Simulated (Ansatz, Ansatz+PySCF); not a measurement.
| atom | x (Å) | y (Å) | z (Å) |
| --- | --- | --- | --- |
| C | 0.0349 | -0.0051 | -0.4573 |
| C | 0.0473 | 1.1773 | 0.2010 |
| C | 0.0473 | -1.1769 | 0.2014 |
| H | -0.0132 | 0.0381 | -1.6170 |
| H | 0.0310 | 2.1855 | -0.3323 |
| H | 0.0324 | 1.1994 | 1.3465 |
| H | -0.0432 | -2.1676 | -0.2793 |
| H | 0.0366 | -1.2262 | 1.2831 |

RHF-MP2 on singlet C3H5(+) was run in several spherical basis sets with Ansatz (development build ahead of 0.2.0). Frozen core: 3 orbitals.

Problem. Rank the basis sets by the total energy that they give, lowest first, with the distance from the lowest.
A. def2-SVP
B. STO-3G
C. cc-pVDZ
D. 6-31G
E. 6-31G(d)
F. cc-pVTZ
G. def2-TZVP

Solution. F (0.00 eV), G (0.32 eV), C (3.03 eV), E (3.97 eV), A (5.64 eV), D (7.97 eV), B (46.51 eV).

Totals follow the description of the cores as much as that of the bonds, so this order isn't one of quality for chemistry.
